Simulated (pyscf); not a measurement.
Structures and frequencies: ωB97X-D3(BJ)/def2-SVP in PySCF.

Question: What is the homolytic dissociation enthalpy (298 K, ωB97M-D3(BJ)/def2-TZVP) of the C–Si bond of H₂C=CH–Si(OH)(OH)–OH, to •HC=CH₂ + HO–Si•(OH)–OH?

Answer: C–Si to •HC=CH₂ + HO–Si•(OH)–OH: 4.60 eV. The 7 functionals that were run give +4.15 (r²SCAN) to +4.63 eV (ωB97X-D3(BJ)). The radicals are drawn with the spin at the cut bond; how far it spreads was not checked. Other isomers of •HC=CH₂, HO–Si•(OH)–OH were not searched in full and may lie lower.
